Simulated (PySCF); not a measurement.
Isomers of C5H4O, mass 80.026 u with the commonest isotopes. Method: PBE0-D3(BJ)/def2-SVP geometry optimisation, gas phase (PySCF). One conformer each, none proved a minimum here; rigid rotors.

Problem. Order these by rotational constant B, smallest first.
A. `[CH:1]#[C:2]/[CH:3]=[CH:4]\[CH:5]=[O:6]` with C3–C4–C5–O6 180°
B. `[CH2:1]=[CH:2][c:3]1[cH:4][c:5]1=[O:6]` with C1–C2–C3–C4 180°
C. `[CH:1]#[C:2][C:3](=[O:4])[CH:5]=[CH2:6]` with C2–C3–C5–C6 0°

Solution. A (1985 MHz), B (2624 MHz), C (3534 MHz).

Problem. Order these by rotational constant C, smallest first.
A. `[CH:1]#[C:2]/[CH:3]=[CH:4]\[CH:5]=[O:6]` with C3–C4–C5–O6 180°
B. `[CH2:1]=[CH:2][c:3]1[cH:4][c:5]1=[O:6]` with C1–C2–C3–C4 180°
C. `[CH:1]#[C:2][C:3](=[O:4])[CH:5]=[CH2:6]` with C2–C3–C5–C6 0°

Solution. A (1657 MHz), B (1986 MHz), C (2067 MHz).

Problem. Order these by radius of gyration √(Σ m r²/M), largest first.
A. `[CH:1]#[C:2][C:3](=[O:4])[CH:5]=[CH2:6]` with C2–C3–C5–C6 0°
B. `[CH2:1]=[CH:2][c:3]1[cH:4][c:5]1=[O:6]` with C1–C2–C3–C4 180°
C. `[CH:1]#[C:2]/[CH:3]=[CH:4]\[CH:5]=[O:6]` with C3–C4–C5–O6 180°

Solution. C (1.952 Å), B (1.783 Å), A (1.748 Å).

```json
{"SMILES": "C#C/C=C\\C=O", "point group": "Cs", "Ia (u·Å²)": "50.43", "Ib (u·Å²)": "254.54", "Ic (u·Å²)": "304.97", "κ": "-0.92", "μa (D)": "3.04", "μb (D)": "0.79", "μc (D)": "0.00"}
{"SMILES": "C=Cc1cc1=O", "point group": "Cs", "Ia (u·Å²)": "61.85", "Ib (u·Å²)": "192.57", "Ic (u·Å²)": "254.42", "κ": "-0.79", "μa (D)": "3.44", "μb (D)": "2.47", "μc (D)": "0.00"}
{"SMILES": "C#CC(=O)C=C", "point group": "Cs", "Ia (u·Å²)": "101.51", "Ib (u·Å²)": "143.02", "Ic (u·Å²)": "244.53", "κ": "0.01", "μa (D)": "0.46", "μb (D)": "3.32", "μc (D)": "0.00"}
```
